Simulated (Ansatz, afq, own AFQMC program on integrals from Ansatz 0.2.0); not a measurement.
## Si₂H₅, doublet: AFQMC among the cluster methods

```yaml
atoms:
  - { symbol: Si, position_ang: [-1.5723, 0.0244, 0.0000] }
  - { symbol: H, position_ang: [-2.0672, 1.4241, 0.0000] }
  - { symbol: H, position_ang: [-2.0672, -0.6755, 1.2122] }
  - { symbol: H, position_ang: [-2.0672, -0.6755, -1.2122] }
  - { symbol: H, position_ang: [0.2697, 0.0244, 0.0000] }
  - { symbol: Si, position_ang: [1.7097, 0.0244, 0.0000] }
  - { symbol: H, position_ang: [2.1061, -1.4552, 0.0000] }
```

Basis cc-pVDZ. Noble-gas cores (and the filled d shells of Ga–Kr and In–Xe) are frozen. Ansatz 0.2.0 and our own AFQMC program on the same integrals; the CISD trial comes from CCSD amplitudes, and released means the phaseless constraint is let go. ± is one standard error of the sampling.

Determinant: ROHF, the one that the program's search chose, which needn't be the lowest solution. The geometry is a point of a scan.

No full CI on the walks' own integrals is used here; CCSDT(Q) serves as the reference and is uncertain by about the last step of the cluster series.

Cautions: higher spins were not checked; a spin-contaminated unrestricted determinant lies lower (UHF 146 meV lower, ⟨S²⟩ 1.04).

* T1 diagnostic: 0.0275
* weight of the determinant in the CISD state: 0.835
* size of the correlated space: 13 electrons in 51 orbitals

| level | correlation energy (eV) |
| --- | --- |
| MP2 | -5.5430 |
| CCSD | -6.9542 |
| CCSD(T) | -7.1584 |

Task: Estimate where phaseless AFQMC with a CISD trial lies against CCSD(T) on the same integrals.

Result: 3.9 ± 0.3 kJ/mol below CCSD(T).

Reference: CCSDT(Q), correlation energy -7.216 eV. The released energy is read at 2.40 1/Eh (meV from the phaseless value at times in 1/Eh: -3.1 ± 2.5 at 0.24, -3.5 ± 1.9 at 0.51, -6 ± 4 at 0.99, -11 ± 4 at 1.62, -12 ± 5 at 2.40).

| level | E − E(reference) (kJ/mol) | share of correlation (%) |
| --- | --- | --- |
| CCSD(T) | 5.6 | 99.20 |
| CCSDT | 1.0 | 99.86 |
| ph-AFQMC/CISD | 1.7 ± 0.3 | 99.76 |
| released AFQMC | 0.5 ± 0.5 | 99.92 |

A walk keeps the symmetry of its determinant, which the program's search chose and which needn't be the lowest solution, so a lower state of the same spin and another symmetry isn't excluded. Released energies are given only where the last usable release times agree within the noise; a slower fall can still hide under it.
